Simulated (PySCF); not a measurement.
**BH2Cl (SMILES BCl): PBE/STO-6G**

Aim: the vertical singlet–triplet gap of BH2Cl at PBE/STO-6G, from 2 runs. The job is set up through a Python script.

The calculation is run with PySCF 2.14.0.

8 further runs of the same task are left out: 8 set aside as unsound or not needed.

### 1 The molecule

The species is BH2Cl (4 atoms), meant as a singlet with charge 0. SMILES: `BCl`. The shape is that of a PBE0-D4/def2-TZVP optimisation.

Bond lengths: B1–Cl2 1.733 Å, B1–H3 1.190 Å, B1–H4 1.190 Å. Angles: Cl2–B1–H3 118.1°, Cl2–B1–H4 118.1°, H3–B1–H4 123.7°.

### 2 A single-point energy at PBE/STO-6G

run.py reads:

```python
from pyscf import gto, dft

molecule = gto.Mole()
molecule.atom = [
    ('B', (-0.116700, 0.021700, -0.075300)),
    ('Cl', (1.365000, -0.395300, 0.721200)),
    ('H', (-1.106200, -0.559500, 0.240400)),
    ('H', (-0.086600, 0.872800, -0.906600)),
]
molecule.spin = 0
molecule.max_memory = 1860
molecule.basis = 'sto-6g'
molecule.verbose = 3
molecule.build()

ks = dft.RKS(molecule)
ks.xc = 'pbe'
ks.grids.level = 5
ks.conv_tol = 1e-10
ks.kernel()
if not ks.converged:
    ks = ks.newton().run(ks.mo_coeff, ks.mo_occ)

e_final = ks.e_tot
print('E(%s) = %.9f' % ('PBE', e_final))
```

Launch:

```sh
$ OMP_NUM_THREADS=1 python run.py
```

Standard output:

```text
converged SCF energy = -484.372536931409
E(PBE) = -484.372536931
```

It took 2.3 s on 1 thread of Arm Neoverse V1, shared host; peak memory 0.18 GiB.

### 3 The triplet, same level

calc.py reads:

```python
from pyscf import gto, dft

mol = gto.M(
    atom=[
    ('B', (-0.116700, 0.021700, -0.075300)),
    ('Cl', (1.365000, -0.395300, 0.721200)),
    ('H', (-1.106200, -0.559500, 0.240400)),
    ('H', (-0.086600, 0.872800, -0.906600)),
],
    basis='sto-6g',
    max_memory=1860,
    verbose=3,
    spin=2,
)

ks = dft.UKS(mol, xc='pbe')
ks.conv_tol = 1e-10
ks.grids.level = 5
ks.kernel()
if not ks.converged:
    ks = ks.newton().run(ks.mo_coeff, ks.mo_occ)

e_tot = ks.e_tot
print('E(%s) = %.9f' % ('PBE', e_tot))
```

Launch:

```sh
$ OMP_NUM_THREADS=1 python calc.py
```

Standard output:

```text
WARN: HOMO -0.059116057018058 >= LUMO -0.309386903320205

WARN: HOMO -0.00133469162390121 >= LUMO -0.215650708931531

WARN: HOMO -0.0123567036416682 >= LUMO -0.218207779424697

WARN: HOMO -0.0161933899673163 >= LUMO -0.218081572999466

WARN: HOMO -0.0151254336774876 >= LUMO -0.218036012561008

WARN: HOMO -0.0152275411896516 >= LUMO -0.218115458383636

WARN: HOMO -0.0152162266776187 >= LUMO -0.218121358148776

WARN: HOMO -0.015215847937156 >= LUMO -0.218121636311259

WARN: HOMO -0.0152156601063483 >= LUMO -0.218121899498395

WARN: HOMO -0.0152156885823096 >= LUMO -0.218121965059205

WARN: HOMO -0.0152156749149751 >= LUMO -0.2181219670011

converged SCF energy = -484.181089381536  <S^2> = 2.0012152  2S+1 = 3.00081
E(PBE) = -484.181089382
```

It took 3.9 s on 1 thread of Arm Neoverse V1, shared host; peak memory 0.19 GiB.

### 4 Results

Level: PBE/STO-6G.

```
                                        quantity          value
                           singlet: total energy  -484.37254 Eh
                          singlet: dipole moment         0.75 D
                            singlet: HOMO energy       -5.80 eV
                            singlet: LUMO energy       -0.78 eV
                          singlet: HOMO–LUMO gap        5.02 eV
                           triplet: total energy  -484.18109 Eh
                          triplet: dipole moment         0.13 D
     triplet: HOMO energy (highest over α and β)       -0.41 eV
                                   triplet: ⟨S²⟩          2.001
vertical energy of the triplet above the singlet       5.210 eV
```

In words: At this shape the triplet lies 5.21 eV (503 kJ/mol) above the singlet. In a minimal basis such a difference can be off by several eV, whatever the method. Mulliken charges (singlet) run from -0.12 on Cl2 to +0.15 on B1; they depend strongly on the basis.
